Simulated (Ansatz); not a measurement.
# FH5Si2: the cost of one run

Method: RKS BLYP-D4/def2-SVP, in Ansatz 0.2.0.

**1. Starting point**

Bond lengths: Si1–F2 1.590 Å, Si1–H3 1.460 Å, Si1–H4 1.459 Å, Si1–Si5 2.218 Å, Si5–H6 1.460 Å, Si5–H7 1.460 Å, Si5–H8 1.460 Å. Angles: F2–Si1–H3 109.5°, F2–Si1–H4 109.5°, F2–Si1–Si5 109.5°, H3–Si1–H4 109.5°, H3–Si1–Si5 109.5°, H4–Si1–Si5 109.5°, Si1–Si5–H6 109.5°, Si1–Si5–H7 109.5°, Si1–Si5–H8 109.5°, H6–Si5–H7 109.4°, H6–Si5–H8 109.4°, H7–Si5–H8 109.4°.

Coordinates:

```xyz
8

Si    0.0000    0.0000    0.0000
F     0.0000    0.0000    1.5900
H     1.3768    0.0000   -0.4862
H    -0.6877    1.1914   -0.4862
Si   -1.0456   -1.8115   -0.7393
H    -1.7029   -2.4846    0.3772
H    -2.0454   -1.4265   -1.7311
H    -0.0777   -2.7173   -1.3511
```

**2. Relaxing the start**

File input.yaml:

```yaml
crystal:
  periodic: [false, false, false]
  atoms:
    - { symbol: Si, position_ang: [0.0, 0.0, 0.0] }
    - { symbol: F, position_ang: [0.0, 0.0, 1.59] }
    - { symbol: H, position_ang: [1.3768, 0.0, -0.4862] }
    - { symbol: H, position_ang: [-0.6877, 1.1914, -0.4862] }
    - { symbol: Si, position_ang: [-1.0456, -1.8115, -0.7393] }
    - { symbol: H, position_ang: [-1.7029, -2.4846, 0.3772] }
    - { symbol: H, position_ang: [-2.0454, -1.4265, -1.7311] }
    - { symbol: H, position_ang: [-0.0777, -2.7173, -1.3511] }
basis:
  gaussian: { orbitals: def2-SVP }
hamiltonian:
  xc: blyp
  dispersion: d4
relax:
  f_tol: 0.02
  max_steps: 40
```

Command:

```
> ansatz run input.yaml --threads 1 --pin off --max-ram 2048MiB --backend cpu --events-out ev --progress --plain --runs-dir out
```

Q: Estimate wall time and peak memory on 1 thread of Arm Neoverse V1, shared host.

About 25 s, with a peak of 0.12 GiB.
